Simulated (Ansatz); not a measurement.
# Europium, bcc under LDA: how the cold (Marzari-Vanderbilt) smearing moves the result

A convergence test of the cold (Marzari-Vanderbilt) smearing width. The geometry was relaxed under LDA beforehand and stays fixed; 7 values are run, from 0.01 to 1.0 eV. Wanted are the values from which on the energy stays within 10 and 1 meV/atom, and the pressure within 0.5 GPa, of the narrowest run. Within the series other settings stay, but some runs also write fields, which adds to their time. The moments start as that relaxation left them.

Computed with Ansatz 0.2.0 (DFT LDA, plane waves with PAW, scalar-relativistic, unless a step says otherwise).

## Step 1: The starting structure

The structure is cubic, space group Im-3m (No. 229). Conventional cell: a = 4.109 Å, b = 4.109 Å, c = 4.109 Å, α = 90.00°, β = 90.00°, γ = 90.00°. Eu (site symmetry m-3m) has 8 Eu at 3.56 Å as nearest neighbours.

As a file:

```xyz
1
Lattice="-2.0544 2.0544 2.0544 2.0544 -2.0544 2.0544 2.0544 2.0544 -2.0544" Properties=species:S:1:pos:R:3 pbc="T T T"
Eu    0.0000    0.0000    0.0000
```

Starting moments (μB): +6.93.

## Step 2: Width 0.01 eV

The run at 0.01 eV.

input.yaml reads:

```yaml
crystal:
  lattice:
    - [-2.0544259245, 2.0544259245, 2.0544259245]
    - [2.0544259245, -2.0544259245, 2.0544259245]
    - [2.0544259245, 2.0544259245, -2.0544259245]
  atoms:
    - { symbol: Eu, position: [0.0, 0.0, 0.0], spin: 6.925 }
hamiltonian:
  xc: lda
  pseudopotentials:
    kind: paw
    azcp:
      Eu: "pseudopotentials/Eu.paw.azcp"
basis:
  ecutwfc: 420
  fft_grid_basis: typed
kpoints:
  mp_grid: { grid: [11, 11, 11], shift: [0, 0, 0] }
magnetization:
  spin_polarized: true
scf:
  occupations: { method: cold, width: 0.01 }
  lower_state_search: "off"
output:
  stress: true
```

Command:

```sh
ansatz run input.yaml --threads 2 --pin off --max-ram 5120MiB --backend cpu --events-out ev --progress --plain --runs-dir out
```

## Step 3: Width 0.03 eV

The run at 0.03 eV.

Edit input.yaml of step 2 so:

```diff
@@ -21,3 +21,3 @@
 scf:
-  occupations: { method: cold, width: 0.01 }
+  occupations: { method: cold, width: 0.03 }
   lower_state_search: "off"
```

## Step 4: Width 0.1 eV

The run at 0.1 eV.

Edit input.yaml of step 3 so:

```diff
@@ -21,3 +21,3 @@
 scf:
-  occupations: { method: cold, width: 0.03 }
+  occupations: { method: cold, width: 0.1 }
   lower_state_search: "off"
```

## Step 5: Width 0.2 eV

The run at 0.2 eV.

Edit input.yaml of step 4 so:

```diff
@@ -21,3 +21,3 @@
 scf:
-  occupations: { method: cold, width: 0.1 }
+  occupations: { method: cold, width: 0.2 }
   lower_state_search: "off"
```

## Step 6: Width 0.3 eV

The run at 0.3 eV.

Edit input.yaml of step 5 so:

```diff
@@ -21,3 +21,3 @@
 scf:
-  occupations: { method: cold, width: 0.2 }
+  occupations: { method: cold, width: 0.3 }
   lower_state_search: "off"
@@ -25 +25,5 @@
   stress: true
+  write_density: true
+  write_potential: true
+  elf: true
+  volumetric_format: npy
```

## Step 7: Width 0.6 eV

The run at 0.6 eV.

Edit input.yaml of step 6 so:

```diff
@@ -21,3 +21,3 @@
 scf:
-  occupations: { method: cold, width: 0.3 }
+  occupations: { method: cold, width: 0.6 }
   lower_state_search: "off"
@@ -25,5 +25 @@
   stress: true
-  write_density: true
-  write_potential: true
-  elf: true
-  volumetric_format: npy
```

## Step 8: Width 1.0 eV

The run at 1.0 eV.

Edit input.yaml of step 7 so:

```diff
@@ -21,3 +21,3 @@
 scf:
-  occupations: { method: cold, width: 0.6 }
+  occupations: { method: cold, width: 1.0 }
   lower_state_search: "off"
```

(Steps that only read results are left out.)

Q: Predict the outcome of this session.

As calculated:

| quantity | value |
| --- | --- |
| E(σ → 0) stays within 10 meV/atom of 0.01 eV | up to 0.2 eV |
| E(σ → 0) stays within 1 meV/atom | up to 0.1 eV |
| pressure stays within 0.5 GPa | up to 0.2 eV |
| pressure at 0.01 eV | -0.01 GPa |
| energy of a separate run on a finer mesh (14×14×14) | -1.3 meV/atom from 0.01 eV |

At 1.0 eV the energy differs by +355.4 meV/atom and the pressure by 0.0 GPa. The free energy F moves by +446.9 meV/atom over the range, and the estimate for σ → 0 by +355.4. This scheme cancels the term in the square of the width, but sharp features in the density of states still move F. The mesh (11×11×11) is fixed, so the narrowest widths carry a k-point error of their own. The yardstick itself is unsettled by 1.3 meV/atom against the finer mesh, so the thresholds above hold only within this series, and wider smearing, which averages over more states, can land nearer the fine-mesh value than the narrowest does. The cell taken over is 26 % smaller than the measured one (47.13 Å³/atom, COD), which weighs on all values here. Open f shells have many self-consistent states; this one is what the start led to.
